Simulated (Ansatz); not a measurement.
## Relaxing ruthenium (hcp)

These are results of DFT, r2SCAN, plane waves (500 eV) with PAW, scalar-relativistic in Ansatz 0.2.0, not measurements. The PAW files were generated under PBE, with cores re-solved for the functional.

k-point mesh 13×13×8, Fermi-Dirac smearing 0.1 eV, no spin polarisation. Cell and atoms relax.

Starting structure:

```yaml
crystal:
  lattice:
    - [2.7038898633, 0.0, 0.0]
    - [-1.3519449316, 2.3416373106, 0.0]
    - [0.0, 0.0, 4.28168]
  atoms:
    - { symbol: Ru, position: [0.3333333333, 0.6666666667, 0.25] }
    - { symbol: Ru, position: [0.6666666667, 0.3333333333, 0.75] }
hamiltonian:
  xc: r2scan
  pseudopotentials:
    kind: paw
    azcp:
      Ru: "pseudopotentials/Ru.paw.azcp"
basis:
  ecutwfc: 500
  fft_grid_basis: typed
kpoints:
  mp_grid: { grid: [13, 13, 8], shift: [0, 0, 0] }
magnetization:
  spin_polarized: false
scf:
  occupations: { method: fermi_dirac, width: 0.1 }
relax:
  max_steps: 60
  f_tol: 0.01
  cell: {}
```

**Question.** What cell does the relaxation end in?

**Answer.** P6_3/mmc with a = 2.706 Å, c = 4.258 Å (c/a = 1.574); 13.50 Å³ per atom against 13.55 at the start (-0.4 %).

**Question.** How much energy does the relaxation gain?

**Answer.** 0.8 meV per atom.

Path of the relaxation (the plane waves are chosen anew near the end, which can shift the energy a little):

| step | E − E(final) (meV/atom) | V (Å³/atom) | P (GPa) | max force (eV/Å) |
| --- | --- | --- | --- | --- |
| 0 | 0.82 | 13.555 | -1.43 | 0.000 |
| 1 | 0.49 | 13.445 | 1.48 | 0.000 |
| 2 | -0.04 | 13.503 | -0.06 | 0.000 |
| 3 | -0.04 | 13.500 | 0.00 | 0.000 |
| 4 | 0.00 | 13.500 | 0.00 | 0.000 |
